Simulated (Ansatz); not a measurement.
Geometry optimisation, Ansatz 0.2.0, RKS B3LYP-D4/def2-SVP.

The input (input.yaml):

```yaml
crystal:
  periodic: [false, false, false]
  atoms:
    - { symbol: B, position_ang: [-0.075998, 0.217708, 0.019229] }
    - { symbol: H, position_ang: [-0.132576, 0.305071, 1.21645] }
    - { symbol: H, position_ang: [1.011301, 0.364691, -0.484221] }
    - { symbol: C, position_ang: [-1.385247, 0.072769, -0.81006] }
    - { symbol: H, position_ang: [-2.115536, -0.609145, -0.346327] }
    - { symbol: H, position_ang: [-1.864159, 1.076155, -0.791508] }
    - { symbol: H, position_ang: [-1.237747, -0.19689, -1.865448] }
    - { symbol: Cl, position_ang: [0.328322, -2.6585, 0.982431] }
    - { symbol: H, position_ang: [0.12594, -1.495558, 1.608454] }
basis:
  gaussian: { orbitals: def2-SVP }
hamiltonian:
  xc: b3lyp
  dispersion: d4
relax:
  f_tol: 0.03
  max_steps: 50
output:
  orbitals: {}
```

Run as:

```bash
$ ansatz run input.yaml --threads 2 --pin off --max-ram 3072MiB --backend cpu --events-out ev --progress --plain --runs-dir out
```

**Question.** Where does it end, and by what steps?

**Answer.** It converged. After 13 steps the energy has fallen by 0.047 eV; H9 moved furthest, 0.66 Å.

```csv
step,energy less start (eV),largest force component (eV/Å),accepted
0,0.0000,0.925,yes
1,-0.0218,0.453,yes
2,-0.0235,0.350,yes
3,-0.0295,0.117,yes
4,-0.0316,0.066,yes
5,-0.0264,0.538,no
6,-0.0350,0.103,yes
7,-0.0369,0.257,yes
8,-0.0381,0.383,yes
9,-0.0404,0.272,yes
10,-0.0459,0.042,yes
11,-0.0402,0.413,no
12,-0.0464,0.033,yes
13,-0.0471,0.030,yes
```

```xyz
9
Properties=species:S:1:pos:R:3
B -0.121 0.270 0.040
H -0.202 0.494 1.228
H 0.962 0.402 -0.480
C -1.413 0.079 -0.817
H -2.253 -0.393 -0.284
H -1.741 1.115 -1.052
H -1.256 -0.422 -1.785
Cl 0.424 -2.425 0.729
H 0.255 -2.043 1.950
```

The run took 21 s on 2 threads of Arm Neoverse V1 (shared host), peak memory 0.14 GiB.
